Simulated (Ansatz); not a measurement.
A made-up structure of MgAlHF, doublet:

F1  (2.429, 0.509, 1.702)
Mg2  (-1.113, 0.373, 0.149)
Al3  (1.567, -0.097, 0.231)
H4  (2.336, -1.161, -0.701)
(Å)

It is relaxed with PBE-D4/def2-SVP and then PBE0-D4/def2-TZVP (Ansatz 0.2.0). Atoms count as bonded within 1.22 times the sum of their covalent radii (H–H: 0.88 Å). The end point is not checked to be a true minimum.

(1) Does its bonding change? (A judgement: the text doesn't fix the answer.)

## Answers

(1) By the calculation: No: no bond forms or breaks.

Where it ends: The first stage lowers the energy by 0.19 eV in 5 steps. It ends as MgAlHF ([F][AlH][Mg]):
F1  (2.386, 0.471, 1.561)
Mg2  (-1.209, 0.462, 0.186)
Al3  (1.551, -0.201, 0.284)
H4  (2.490, -1.108, -0.650)
(Å)

Labels in which every atom is bracketed show which atoms are joined, not bond orders.

For scale, one of the runs: PBE0-D4/def2-TZVP relaxation, 106 basis functions, launched by `ansatz run in.yaml --threads 2 --pin off --events-out ev --progress --plain --max-ram 4352MiB`. The run took about 9 s on 2 CPU threads of an Intel Xeon Platinum 8488C (shared host).
